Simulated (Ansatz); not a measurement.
Relaxing Br

Level of theory: DFT r2SCAN, scalar-relativistic, plane waves, PAW in Ansatz. Cutoff 500 eV, Γ-centred k mesh, Gaussian smearing, no spin polarisation in the final step.

Br was placed on the hcp structure type (P6_3/mmc, No. 194), at a guessed volume.

```
Br
1.0
     3.66347    0.00000    0.00000
    -1.83174    3.17266    0.00000
     0.00000    0.00000    5.94601
Br
2
Cartesian
  0.0000 2.1151 1.4865
  1.8317 1.0576 4.4595
```

Cell and atoms relax at zero pressure; the relaxation can't lower the symmetry of the start. After a coarse first stage the cell is made exact in the group found at 0.06 Å.

Energies count from the standard state of Br at the same level.

(1) What does it relax into?

(2) What are its volume, energy, density and gap?

## Answers

(1) It keeps P6_3/mmc (No. 194), but not the shape of the type it started on. Conventional cell: a = 3.831 Å, c = 4.350 Å. Br is coordinated by 6 Br at 3.10 Å.

```xyz
2
Lattice="3.8313 0.0000 0.0000 -1.9156 3.3180 0.0000 0.0000 0.0000 4.3501" Properties=species:S:1:pos:R:3 pbc="T T T"
Br    0.0000    2.2120    1.0875
Br    1.9156    1.1060    3.2626
```

(2) The volume per atom is 27.65 Å³, the density is 4.80 g/cm³ and the energy over the standard structure is 0.56 eV/atom. The gap on the 18×18×14 mesh is 0 eV (a metal).

The final run used a 18×18×14 mesh on its 2-atom cell and 0.10 eV smearing. For metals, differences of a few meV/atom aren't resolved. Symmetry constrained the relaxation, so the result can be a saddle point.

This form isn't the element's structure at ambient conditions.